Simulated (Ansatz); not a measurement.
Compare A (`FC1CCCO1`) with its isomer B (`CO/C(C)=C\F`).

Computed with Ansatz on PBE0-D4/def2-TZVP structures; ΔE is electronic, products minus reactants. CCSD(T)/CBS is the MP2 limit (def2-TZVPP, def2-QZVPP) plus CCSD(T) − MP2 in def2-TZVPP, frozen cores. Functionals use def2-TZVPP. B3LYP here is the variant with VWN-RPA as its local correlation; programs differ in this. Each species was taken in one conformer, which may not be the lowest.

A:

```xyz
13

F     2.0690   -0.5254    0.3549
C     0.7482   -0.9203    0.5554
C    -0.0458    0.2681    1.0488
C    -0.3571    0.9750   -0.2662
C    -0.5179   -0.1979   -1.2269
O     0.1889   -1.2977   -0.6400
H     0.7891   -1.7860    1.2195
H     0.5157    0.8703    1.7616
H    -0.9587   -0.0910    1.5318
H    -1.2488    1.6000   -0.2196
H     0.4857    1.6023   -0.5617
H    -0.1041    0.0007   -2.2175
H    -1.5641   -0.4982   -1.3400
```

B:

Z-matrix (Å, degrees):
```
C
O 1 1.416
H 1 1.092 2 111.4
H 1 1.092 2 111.4 3 -122.2
H 1 1.089 2 105.7 3 118.9
C 2 1.348 1 119.9 3 61.6
C 6 1.333 2 129.1 1 -0.8
C 6 1.490 2 111.0 1 179.2
F 7 1.349 6 125.2 2 -0.1
H 7 1.080 6 121.9 2 180.0
H 8 1.089 6 111.3 2 179.9
H 8 1.093 6 110.1 2 -59.4
H 8 1.093 6 110.1 2 59.1
```

Which isomer does CCSD(T)/CBS put lower? Give the gap. (Best estimate.)

Ansatz gave: A, by 28.2 kcal/mol.

Give E(B) − E(A) in kcal/mol with B3LYP-D4, PBE-D4, ωB97M-V, r2SCAN-D4, B2PLYP, PBE0-D4, HF/def2-TZVPP. (Estimate.)

The calculation gave: B3LYP-D4 23.6, PBE-D4 25.7, ωB97M-V 28.5, r2SCAN-D4 27.0, B2PLYP 25.5, PBE0-D4 29.3, HF/def2-TZVPP 26.7. None reverses the order clearly.

Largest T1 diagnostic: 0.012.

From PBE to PBE0 (25 % exact exchange), in def2-TZVPP and without D4, E(B) − E(A) moves by +3.7 kcal/mol. In def2-TZVPP, CCSD(T) changes the Hartree–Fock value by +1.7 kcal/mol (the triples alone add −0.5 kcal/mol) and MP2 by +3.5 kcal/mol.
